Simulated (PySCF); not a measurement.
Frontier orbitals and the lowest excitations

Compound: C₃H₅F.
Z-matrix (Å and degrees, PBE0-D3(BJ)/def2-SVP geometry), rows numbered from 1:
```
C 
C   1  1.4918
C   2  1.3290  1  123.88
F   3  1.3322  2  122.61  1  -179.85
H   1  1.1004  2  111.79  3    -0.32
H   1  1.1025  2  111.29  3   120.27
H   1  1.1025  2  111.29  3  -120.90
H   2  1.0955  1  118.71  3  -179.92
H   3  1.0956  2  124.80  1     0.12
```

Level of theory: PySCF 2.14.0, density-fitted response routines, TDDFT CAM-B3LYP/def2-SVPD, vertical, gas phase, core orbitals frozen in the response.

Kohn–Sham orbitals with the atoms that hold most of them (Löwdin shares over 4%, at most four atoms; ? is withheld):

```json
{"orbital": "LUMO+2", "ε (eV)": "1.97", "atoms": "C3 33%, H9 21%, F4 19%, H8 9%"}
{"orbital": "LUMO+1", "ε (eV)": "1.55", "atoms": "C3 34%, C2 32%, H9 8%, F4 8%"}
{"orbital": "LUMO", "ε (eV)": "1.53", "atoms": "C1 36%, H5 12%, H6 11%, C2 11%"}
{"orbital": "HOMO", "ε (eV)": "-8.62", "atoms": "C2 34%, C3 31%, F4 15%, C1 9%"}
{"orbital": "HOMO-1", "ε (eV)": "-11.76", "atoms": "?"}
{"orbital": "HOMO-2", "ε (eV)": "-12.45", "atoms": "F4 36%, C1 22%, C2 18%, H5 10%"}
{"orbital": "HOMO-3", "ε (eV)": "-12.97", "atoms": "C1 37%, C2 17%, H7 9%, H6 9%"}
```

Task: Which atoms hold the HOMO-1, and with what shares?

Result: C2 (bonded to 2 C and H) 20%; F4 (bonded to C) 17%; C3 (bonded to C, F and H) 16%; C1 (bonded to C and 3 H) 15%. By element: carbon 52%, fluorine 17%.

Task: The HOMO–LUMO gap is 10.14 eV. Where does the response calculation put the lowest singlet, and from which orbitals?

Result: S1 is at 7.12 eV (f = 0.0077), 3.03 eV below the gap, made of HOMO→LUMO (88%). 

Next come S2 at 7.33 eV (f 0.0074), HOMO→LUMO+2 (88%); S3 at 7.37 eV (f 0.349), HOMO→LUMO+1 (96%); S4 at 7.75 eV (f 0.016), HOMO→LUMO+3 (90%); S5 at 8.85 eV (f 0.0015), HOMO→LUMO+4 (63%), HOMO-1→LUMO+1 (24%).
